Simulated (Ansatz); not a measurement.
One structure, 3 elements: Cs2Na, Cs2K, Cs2Rb

Plane-wave DFT in Ansatz with scalar-relativistic PAW potentials, cutoff 420 eV, Γ-centred meshes chosen by cell and gap, Gaussian smearing with energies taken to zero width. Every cell was relaxed (cell and atoms) in a run of its own, within the symmetry of its start. Functional: PBE.

All members share space group Fd-3m and the same sites; only the element on one set of sites changes (Na, K, Rb). Members needn't be the stable form of their composition. Energies over the elements, where given, are against the elements' standard states in the same functional (H₂, N₂, O₂ and halogens uncorrected, Hg as a solid). The first member:

Space group Fd-3m:1 (No. 227). a = 12.892 Å, b = 12.892 Å, c = 12.892 Å, α = 90.00°, β = 90.00°, γ = 90.00°
```json
{"atom": "Cs", "site": "16d", "symmetry": ".-3m", "x": "0.1250", "y": "0.6250", "z": "0.1250"}
{"atom": "Na", "site": "8a", "symmetry": "-43m", "x": "0.5000", "y": "0.0000", "z": "0.5000"}
```

| compound | V (Å³/atom) | a (Å) | energy over elements (eV/atom) |
| --- | --- | --- | --- |
| Cs2Na | 89.28 | 12.892 | 0.164 |
| Cs2Rb | 112.50 | 13.925 | 0.048 |

Question: Predict the member with K.

Answer: V (Å³/atom) 104.26, a (Å) 13.576, energy over elements (eV/atom) 0.075. Interpolating linearly in period between Na and Rb would give 100.89 Å³/atom (3.2 % too small), with 0.106 eV/atom over the elements. Over the whole series the volume grows at each step down the group; all are metallic on the mesh; none is bound against its elements in this structure, and Rb comes closest.

Spin-orbit coupling is left out, which matters for the bands of heavy elements.